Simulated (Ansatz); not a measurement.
Relaxation of BH3SSi (6 atoms, charge 0, multiplicity 1), to a largest force component of 0.02 eV/Å in at most 50 steps.

Method: RKS PBE-D4/6-31G* (Ansatz).

```xyz
6
Properties=species:S:1:pos:R:3
B -0.812 -0.909 -0.137
Si 0.430 0.622 0.199
S 0.950 -1.289 0.362
H -1.660 -1.086 -0.912
H 0.921 1.273 -1.041
H 0.212 1.324 1.482
```

Q: Where does it end, and by what steps?

A: The forces met the threshold. After 5 steps the energy has fallen by 1.089 eV; H4 moved furthest, 0.38 Å.

| step | energy less start (eV) | largest force component (eV/Å) | accepted |
| --- | --- | --- | --- |
| 0 | 0.0000 | 4.205 | yes |
| 1 | -0.8988 | 0.928 | yes |
| 2 | -1.0535 | 0.685 | yes |
| 3 | -1.0874 | 0.167 | yes |
| 4 | -1.0891 | 0.044 | yes |
| 5 | -1.0891 | 0.016 | yes |

```xyz
6
Properties=species:S:1:pos:R:3
B -0.765 -0.844 -0.321
Si 0.302 0.728 0.120
S 0.807 -1.425 0.275
H -1.748 -1.400 -0.710
H 1.163 1.462 -0.860
H 0.283 1.413 1.450
```

Whether the end is a true minimum wasn't checked by a vibrational analysis.

Time of the run: 11 s on 1 thread of Arm Neoverse V1, with other jobs on the host, peak memory 0.12 GiB.
